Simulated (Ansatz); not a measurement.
Solid chlorine, treated with rVV10 in Ansatz (plane waves, PAW).

Run with plane-wave cutoff 520 eV, 10×10×4 k mesh (along the axes of the cell as run), Fermi–Dirac smearing 0.01 eV, scalar-relativistic PAW data made under PBE.

Computed at the level's own relaxed cell.

```
CELL_PARAMETERS angstrom
      1.99445    -3.17457     0.00000
      1.99445     3.17457     0.00000
      0.00000     0.00000     8.05416
ATOMIC_POSITIONS crystal
  Cl 0.86890 0.86890 0.88942
  Cl 0.63110 0.63110 0.38942
  Cl 0.36890 0.36890 0.61058
  Cl 0.13110 0.13110 0.11058
```

Question: List the 16 lowest band energies at Γ above −25 eV (eV, relative to the valence band maximum), grouping those that round alike.

Answer: At Γ: -16.63, -16.19, -13.25, -12.15, -5.65, -4.12, -2.40, -2.29, -2.08, -1.91, -1.09, -0.47, -0.18, 0.00, 1.98, 2.90.

Ansatz is a quantum-chemistry and plane-wave program.
